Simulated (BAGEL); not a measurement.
# BH3S (SMILES BS) at 3 levels

Aim: a comparison of 3 runs (HF/3-21G, HF/def2-SVP, RI-MP2/STO-3G) of BH3S. 

The calculation is run with BAGEL 1.2.2.

7 further runs of the same task are left out: 1 that didn't finish, 6 set aside as unsound or not needed.

**1. Starting point**

BH3S has 5 atoms, charge 0, and is taken as a singlet. As SMILES, `BS`. The shape is that of a PBE0-D4/def2-TZVP optimisation.

Bond lengths: B1–S2 1.765 Å, B1–H3 1.192 Å, B1–H4 1.190 Å, S2–H5 1.344 Å. Angles: B1–S2–H5 99.2°, S2–B1–H3 115.8°, S2–B1–H4 121.4°, H3–B1–H4 122.7°.

**2. The energy at HF/3-21G (run 1)**

input.json reads:

```json
{ "bagel" : [

{
  "title" : "molecule",
  "basis" : "3-21g",
  "df_basis" : "qzvpp-jkfit",
  "angstrom" : true,
  "geometry" : [
    { "atom" : "B", "xyz" : [      -0.392100,      -0.421000,       0.088100 ] },
    { "atom" : "S", "xyz" : [       0.161700,       1.236900,      -0.154300 ] },
    { "atom" : "H", "xyz" : [      -1.562900,      -0.556400,       0.264200 ] },
    { "atom" : "H", "xyz" : [       0.367100,      -1.337600,       0.074200 ] },
    { "atom" : "H", "xyz" : [       1.476100,       1.004400,      -0.313600 ] }
  ]
},

{
  "title" : "hf",
  "charge" : 0,
  "df" : false
},

{
  "title" : "print",
  "file" : "orbitals.molden",
  "orbitals" : true
}

]}
```

Launch:

```
$ BAGEL_NUM_THREADS=1 BAGEL input.json > input.out
```

Output:

```text
* using 1 threads per process

  ===============================================================
  ===============================================================

  *** Geometry ***

  { "atom" : "B", "xyz" : [     -0.740962,     -0.795575,      0.166485 ] },
  { "atom" : "S", "xyz" : [      0.305569,      2.337402,     -0.291585 ] },
  { "atom" : "H", "xyz" : [     -2.953453,     -1.051444,      0.499266 ] },
  { "atom" : "H", "xyz" : [      0.693718,     -2.527698,      0.140218 ] },
  { "atom" : "H", "xyz" : [      2.789425,      1.898041,     -0.592618 ] },

  Number of auxiliary basis functions:      257

  Since a DF basis is specified, we compute 2- and 3-index integrals:
    o Being stored without compression. Storage requirement is 0.002 GB

  Number of basis functions:       28
  Number of electrons      :       24

    * METHOD: MOLECULE                             0.05

  *** RHF ***

  === Nuclear Repulsion ===
    43.0705489642

      * DIIS with orbital gradients will be used.

  === RHF iteration (3-21g) ===
      0       -418.32281736          0.06413394           0.01
      1       -421.23486081          0.06233600           0.01
      2       -421.76480739          0.02195294           0.01
[... 9 lines of this table left out ...]
     12       -421.84179881          0.00000001           0.01
    * SCF iteration converged.

    * Permanent dipole moment:
           (   -0.385465,     0.416756,     0.011927) a.u.

    * METHOD: HF                                   0.18

    * METHOD: PRINT                                0.00

  ===============================================================
```

Wall time 0.39 s (1 thread of Arm Neoverse V1, shared host); peak memory 0.08 GiB.

**3. The energy at HF/def2-SVP (run 2)**

input.json reads:

```json
{ "bagel" : [

{
  "title" : "molecule",
  "basis" : "svp",
  "df_basis" : "qzvpp-jkfit",
  "geometry" : [
    { "atom" : "B", "xyz" : [ -0.74096161, -0.79557470,  0.16648487 ] },
    { "atom" : "S", "xyz" : [  0.30556871,  2.33740224, -0.29158474 ] },
    { "atom" : "H", "xyz" : [ -2.95345296, -1.05144362,  0.49926564 ] },
    { "atom" : "H", "xyz" : [  0.69371846, -2.52769766,  0.14021768 ] },
    { "atom" : "H", "xyz" : [  2.78942473,  1.89804092, -0.59261811 ] }
  ]
},
{
  "title" : "hf",
  "df" : false
},
{
  "title" : "print",
  "file" : "orbitals.molden",
  "orbitals" : true
}

]}
```

Launch:

```
$ BAGEL_NUM_THREADS=1 BAGEL input.json > input.out
```

Output:

```text
* using 1 threads per process

  ===============================================================
  ===============================================================

  *** Geometry ***

  { "atom" : "B", "xyz" : [     -0.740962,     -0.795575,      0.166485 ] },
  { "atom" : "S", "xyz" : [      0.305569,      2.337402,     -0.291585 ] },
  { "atom" : "H", "xyz" : [     -2.953453,     -1.051444,      0.499266 ] },
  { "atom" : "H", "xyz" : [      0.693718,     -2.527698,      0.140218 ] },
  { "atom" : "H", "xyz" : [      2.789425,      1.898041,     -0.592618 ] },

  Number of auxiliary basis functions:      257

  Since a DF basis is specified, we compute 2- and 3-index integrals:
    o Being stored without compression. Storage requirement is 0.005 GB

  Number of basis functions:       47
  Number of electrons      :       24

    * METHOD: MOLECULE                             0.06

  *** RHF ***

  === Nuclear Repulsion ===
    43.0705490270

      * DIIS with orbital gradients will be used.

  === RHF iteration (svp) ===
      0       -419.54632033          0.05111455           0.06
      1       -423.12326095          0.05541395           0.06
      2       -423.72938076          0.02012193           0.06
[... 10 lines of this table left out ...]
     13       -423.83000089          0.00000001           0.05
    * SCF iteration converged.

    * Permanent dipole moment:
           (   -0.361538,     0.165903,     0.033646) a.u.

    * METHOD: HF                                   0.83

    * METHOD: PRINT                                0.01

  ===============================================================
```

It took 1 s on 1 thread of Arm Neoverse V1, shared host; peak memory 0.08 GiB.

**4. Energy and forces at RI-MP2/STO-3G (density fitting with qzvpp-jkfit, cc-pv5z-ri for correlation) (run 3)**

input.json reads:

```json
{ "bagel": [

{
  "title": "molecule",
  "basis": "sto-3g",
  "df_basis": "qzvpp-jkfit",
  "angstrom": false,
  "geometry": [
    { "atom": "B", "xyz": [ -0.74096161, -0.79557470,  0.16648487 ] },
    { "atom": "S", "xyz": [  0.30556871,  2.33740224, -0.29158474 ] },
    { "atom": "H", "xyz": [ -2.95345296, -1.05144362,  0.49926564 ] },
    { "atom": "H", "xyz": [  0.69371846, -2.52769766,  0.14021768 ] },
    { "atom": "H", "xyz": [  2.78942473,  1.89804092, -0.59261811 ] }
  ]
},
{
  "title": "force",
  "method": [
    {
      "title": "mp2",
      "ncore": 6,
      "aux_basis": "cc-pv5z-ri"
    }
  ]
}

]}
```

Launch:

```
$ BAGEL_NUM_THREADS=1 BAGEL input.json > input.out
```

Output:

```text
* using 1 threads per process

  ===============================================================
  ===============================================================

  *** Geometry ***

[... 31 lines left out ...]
    * SCF iteration converged.
[... 1 line left out ...]
    * Permanent dipole moment:
[... 13 lines left out ...]
      MP2 correlation energy:   -0.0678635739
[... 1 line left out ...]
    * Permanent dipole moment: MP2 unrelaxed
[... 12 lines left out ...]
    * Permanent dipole moment: MP2 relaxed
[... 2 lines left out ...]
  * Nuclear energy gradient

    o Atom   0
        x         -0.0030230795
        y         -0.0109096194
        z          0.0015062541
    o Atom   1
        x          0.0110307649
        y          0.0131714593
        z         -0.0028459682
    o Atom   2
        x         -0.0128022280
        y          0.0019659285
        z          0.0015823675
    o Atom   3
        x          0.0090245898
        y         -0.0077777729
        z         -0.0004756507
    o Atom   4
        x         -0.0042300473
        y          0.0035500044
        z          0.0002329973

    * METHOD: FORCE                                0.95

  ===============================================================
```

Wall time 1.1 s (1 thread of Arm Neoverse V1, shared host); peak memory 0.08 GiB.

**5. All runs side by side**

| run | level | integral approximation | task | energy (Eh) | dipole moment (D) | HOMO energy (eV) | LUMO energy (eV) | wall time |
| --- | --- | --- | --- | --- | --- | --- | --- | --- |
| 1 | HF/3-21G | none | energy | -421.841799 | 1.44 | -11.26 | 2.38 | 0.39 s |
| 2 | HF/def2-SVP | none | energy | -423.830001 | 1.01 | -10.98 | 2.50 | 1 s |
| 3 | RI-MP2/STO-3G (density fitting with qzvpp-jkfit, cc-pv5z-ri for correlation) | qzvpp-jkfit | gradient | -419.368228 | 1.21 | – | – | 1.1 s |

**6. What came out**

```
                                                      quantity          value
                                           run 3: total energy  -419.36823 Eh
run 3: dipole moment (of the density that the program reports)         1.21 D
            run 3: correlation energy (6 core orbitals frozen)      -67.9 mEh
                               run 3: largest force on an atom     0.895 eV/Å
```

In words: The dipole moment (its size) runs from 1.01 D (HF/def2-SVP) to 1.44 D (HF/3-21G). In run 3 the basis is minimal, so the values are rough. All runs together took 2.6 s, the longest 1.1 s.
